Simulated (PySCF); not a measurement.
Species: methanimine, CH₃N.
Cartesian coordinates in Å at the GFN2-xTB level; atoms count from 1:
```xyz
5
CH3N angstrom
C     -0.3882    0.0078   -0.1751
N      0.7362   -0.5328   -0.2214
H     -0.6150    1.0610   -0.3748
H     -1.2354   -0.6144    0.0873
H      1.5111    0.0812   -0.4716
```

Method: TDDFT CAM-B3LYP/def2-SVPD, vertical, gas phase, core orbitals frozen in the response in PySCF.

Transition dipole moments from the ground state, in atomic units and in the frame of the coordinates above (overall signs are arbitrary), for the states with f of 0.002 or more among the lowest 8:

| state | E (eV) | μx | μy | μz |
| --- | --- | --- | --- | --- |
| S1 | 5.017 | 0.018 | 0.028 | 0.125 |
| S2 | 7.245 | 0.147 | 0.017 | -0.025 |
| S3 | 8.248 | -0.340 | -0.443 | 0.148 |
| S4 | 8.924 | 0.935 | -0.360 | -0.058 |
| S5 | 9.190 | -0.068 | -0.101 | -0.458 |
| S6 | 9.512 | 0.761 | -0.699 | 0.042 |
| S8 | 10.211 | 0.013 | 0.020 | 0.089 |

**Question.** Work out the oscillator strengths.

**Answer.** f = (2/3) ΔE |μ|² with ΔE in hartree (27.2114 eV).

| state | \|μ\|² (au) | \|μ\| (D) | f |
| --- | --- | --- | --- |
| S1 | 0.017 | 0.33 | 0.002 |
| S2 | 0.023 | 0.38 | 0.004 |
| S3 | 0.334 | 1.47 | 0.068 |
| S4 | 1.007 | 2.55 | 0.220 |
| S5 | 0.224 | 1.20 | 0.051 |
| S6 | 1.068 | 2.63 | 0.249 |
| S8 | 0.009 | 0.23 | 0.002 |

**Question.** The point group is Cs. Which irreducible representation does each state belong to?

**Answer.** From a totally symmetric ground state, an allowed state transforms like the component of the dipole operator along its μ. Polarised normal to the mirror plane, so A″: S1, S5 and S8. Polarised in the mirror plane, so A′: S2, S3, S4 and S6.

**Question.** What angle do the transition dipoles of S3 and S6 make?

**Answer.** |cos θ| = |μa·μb| / (|μa| |μb|) = 0.10, so θ ≈ 85° (taken between 0 and 90°, since the signs are arbitrary).

**Question.** How is the summed strength of these states shared among x, y and z?

**Answer.** (2/3) Σ ΔE μα² gives 0.354 for x, 0.184 for y and 0.057 for z, 0.596 in all.

**Question.** What peak molar absorption coefficient would the strongest computed level give as a lone Gaussian band 0.5 eV wide at half height?

**Answer.** ε(max) = 2.175×10⁸ f / FWHM, with the width in cm⁻¹. S6: 2.175×10⁸ × 0.2490 / 4033 ≈ 13000 L mol⁻¹ cm⁻¹.
